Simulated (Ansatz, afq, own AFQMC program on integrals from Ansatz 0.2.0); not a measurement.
Two steps: Ansatz 0.2.0 writes the Fock matrix and Cholesky factors of the valence space, and afq projects on them the lowest state that overlaps trial and start.

```yaml
crystal:
  periodic: [false, false, false]
  atoms:
    - {symbol: Al, position_ang: [0.000000, 0.000000, 0.000000]}
basis:
  gaussian: {orbitals: 6-31G}
magnetization: {spin_polarized: false, initial_magnetization: 1}
correlation: {method: ccsd_t, electrons: outside_noble_gas, hamiltonian_folder: ham}
```

```sh
$ ansatz run in.yaml --threads 1 --pin off --events-out ev --progress --plain --max-ram 1843MiB
```

Options of the walk:

```
--method free --trial cisd --walkers 200 --time-step 0.03 --max-blocks 80 --target-error 0.00021 --factor-cut 1e-05 --seed 8049 --times 0,0.3,0.6,1.2,1.8,2.4,3.6,4.8,6 --taylor-order 8
```

Times are imaginary, in 1/Eh. The walk had a cap of 337 s.

Log:

```
orbitals 8  electrons 2 1  factors 29 of 59
reference energy -241.85416873 Eh
CCSD correlation -0.02923008 Eh in 10 cycles, weight of the determinant in the CISD state 0.9516
repeat  energy at the last time / Eh  error
    10  -241.883551  0.000009
    20  -241.883549  0.000006
    30  -241.883554  0.000005
time / (1/Eh)  energy / Eh  error  mean overlap
  0.00  -241.883399  0.000000  1.0511
  0.30  -241.883442  0.000002  1.0498
  0.60  -241.883473  0.000003  1.0507
  1.20  -241.883510  0.000003  1.0492
  1.80  -241.883534  0.000003  1.0511
  2.40  -241.883543  0.000003  1.0570
  3.60  -241.883550  0.000005  1.0563
  4.80  -241.883546  0.000005  1.0583
  6.00  -241.883556  0.000005  1.0648
energy -241.883556 +/- 0.000005 Eh
```

The run passed its tests (error under three times the target), which doesn't prove that it has relaxed.

Against this walk (error 0.1 meV) on the same determinant: CCSD(T) 1.4 meV higher, full CI (a separate run on its own orbitals, whose frozen core shifts it by up to a few meV) 0.0 meV lower (within the noise). The error is statistical, and a free projection of finite length keeps a remainder of its start.

Cautions: remainder of the start not in the error; full CI with its own frozen core.

The walk took 8.7 s on 1 thread of Arm Neoverse V1, with other jobs on the host. The log's last line is the free-projection energy.

A walk keeps the symmetry of its determinant, which the program's search chose and which needn't be the lowest solution, so a lower state of the same spin and another symmetry isn't excluded.
